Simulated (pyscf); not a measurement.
Thermochemistry of product channels of `[CH3][CH2][CH3]` + `[OH]` [doublet] on the doublet surface, in eV, from CCSD(T)/def2-TZVPP + ΔMP2(QZVPP) energies (ideal gas, 1 atm, RRHO with modes under 100 cm⁻¹ raised to 100, one conformer, R ln 2 for chiral ones without a mode under 150 cm⁻¹). Optimised with ωB97X-D3(BJ)/def2-SVP in PySCF. Correlated levels are frozen-core, on RHF or UHF. ΔMP2 is the change of the MP2 total energy from the triple- to the quadruple-zeta basis.

```csv
products,ΔE,ΔH(298 K),ΔG(298 K),ΔG(600 K)
`[CH3][OH]` + `[CH2][CH3]` [doublet],?,-0.11,-0.25,-0.40
`[CH3][CH][CH3]` [doublet] + `[OH2]`,?,-0.85,-0.97,-1.09
```

Q: Complete the blanks.

A: 
- `[CH3][OH]` + `[CH2][CH3]` [doublet], ΔE: -0.08
- `[CH3][CH][CH3]` [doublet] + `[OH2]`, ΔE: -0.82

These are energies of the channels, which say nothing of barriers. The CCSD(T) − MP2 part came from Ansatz, without density fitting, on the same reference. Left out: orbital degeneracy and the spin-orbit lowering of OH.
